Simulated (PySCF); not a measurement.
**Telling isomers of C4H5NO apart by NMR**

- geometry: PBE0-D3(BJ)/def2-SVP
- σ from GIAO-PBE0/pcSseg-1
- couplings computed with B3LYP/pcJ-1 (spin–dipole term left out of most H,H and C,H couplings)
- code: PySCF 2.14
- averaged over atoms made equivalent by symmetry, fast rotation or ring inversion, a single conformation, no solvent model, non-relativistic Hamiltonian

Scale: $^{1}$H (σ = 31.27 ppm), $^{13}$C (σ = 184.41 ppm) against TMS (reference shieldings calculated alike). Multiplet labels drop J under 1 Hz and among equivalent protons, and merge close values. Unscaled 3J(H,H) run several per cent high. Shifts are as computed. Against solution values, carbons near 30 ppm lie about +2 ppm off and those near 130 ppm about +5 ppm. Of 1309 compounds with measured shifts, 239 miss one by over three times the rms of a fit or turn the order of signals round; such compounds aren't used in these exercises. Across acyclic CH2–CH2 and CH–CH2 bonds, 3J(H,H) assumes equally populated rotamers.

(1) Tabulate the signals of `Cc1ccno1`, `N#CCCC=O` and their relative energies.

(2) What is the quickest way to tell Cc1ccno1 from N#CCCC=O?

Results:

(1) 
```json
{"SMILES": "Cc1ccno1", "carbon types": "1×C 2×CH 1×CH3", "δC": "172.8, 153.4, 105.8, 13.6", "δH": "7.94 (d, 1H), 5.97 (dq, 1H), 2.48 (d, 3H)", "E rel. (kcal/mol)": "12.8"}
{"SMILES": "N#CCCC=O", "carbon types": "1×C 1×CH 2×CH2", "δC": "201.9, 123.7, 44.1, 10.8", "δH": "9.81 (s, 1H), 2.59 (t, 2H), 2.26 (t, 2H)", "E rel. (kcal/mol)": "0.0"}
```

Energies are electronic energies at PBE0/pcSseg-1 on these geometries, without zero-point or thermal terms, each for the one conformer computed, which needn't be the lowest.

(2) Both give the same number of carbon signals, but DEPT or the intensities differ. The first has an aromatic CH at 105.8 ppm, the second an sp3 CH2 α to a carbonyl at 44.1 ppm. Their most deshielded carbons lie at 172.8 and 201.9 ppm. In the proton spectra the most deshielded non-exchanging signals are 7.94 (d, J = 1.8 Hz, 1H) and 9.81 (s, 1H).
